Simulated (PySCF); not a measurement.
Isomers of C5H6S. Computed with PBE0-D3(BJ)/def2-SVP geometry optimisation, gas phase (PySCF). Energies are electronic, without zero-point or thermal terms, for one conformer each. No frequencies were run at this level. Point groups hold within 0.08 Å.

**Question.** Rank from lowest to highest electronic energy at this level (kJ/mol).
A. `[CH:1]#[C:2]/[CH:3]=[CH:4]\[S:5][CH3:6]` with C3–C4–S5–C6 0°
B. `CC#C[C@H]1CS1`

**Answer.** B (0.0), A (36.5).

As drawn, the lower has a three-membered ring, which the higher lacks; the higher has a C=C bond outside aromatic rings, which the lower lacks.

| SMILES | E (Eh) | E rel (kJ/mol) | dipole (D) | point group | A, B, C (MHz) |
| --- | --- | --- | --- | --- | --- |
| CC#C[C@H]1CS1 | -591.61714 | 0.0 | 2.01 | C1 | 9388, 1277, 1203 |
| C#C/C=C\SC | -591.60323 | 36.5 | 0.79 | Cs | 5174, 2010, 1461 |

**Question.** As an exercise, what shares would exp(−E/RT) give at 2000 K from these electronic energies alone (no entropy, no degeneracies)?

**Answer.** RT = 16.629 kJ/mol: CC#C[C@H]1CS1 90.0 %, C#C/C=C\SC 10.0 %.
